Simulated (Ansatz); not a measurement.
C2H3NOS. Total charge 0; spin multiplicity 1. The bonds changed during the relaxation, so this is another structure than the one it started from. All single points use the PBE0-D4/def2-TZVP geometry. It is one conformer, not always the lowest.

```xyz
8

O    -0.865   -0.603    0.979
C     0.266   -0.218    0.367
C     0.412   -0.640   -1.006
S    -0.598   -0.062   -2.132
N     1.129    0.493    0.969
H    -0.787   -0.308    1.897
H    -1.525    0.723   -1.484
H     1.968    0.615    0.410
```

Question: What is the dipole moment at ωB97M-V/def2-TZVPP? (Best estimate.)

Answer: The calculation gave: 2.14 D, with components (-1.73, 1.04, -0.70) D in this frame, pointing from negative to positive charge.

Question: And with PBE, r2SCAN, B3LYP? (An estimate is asked.)

Answer: Ansatz gave: PBE 1.90 D, r2SCAN 1.95 D, B3LYP 2.00 D.

Question: Give the Mulliken charges with ωB97M-V, PBE, r2SCAN in def2-TZVPP. (An estimate is asked.)

Answer: Ansatz gave: 
| atom | ωB97M-V | PBE | r2SCAN |
| --- | --- | --- | --- |
| O1 | -0.28 | -0.24 | -0.31 |
| C2 | 0.24 | 0.19 | 0.33 |
| C3 | -0.17 | -0.17 | -0.22 |
| S4 | 0.08 | 0.06 | 0.11 |
| N5 | -0.30 | -0.28 | -0.36 |
| H6 | 0.20 | 0.21 | 0.23 |
| H7 | 0.09 | 0.07 | 0.05 |
| H8 | 0.12 | 0.16 | 0.17 |

B3LYP here is the variant with VWN-RPA as its local correlation; programs differ in this.
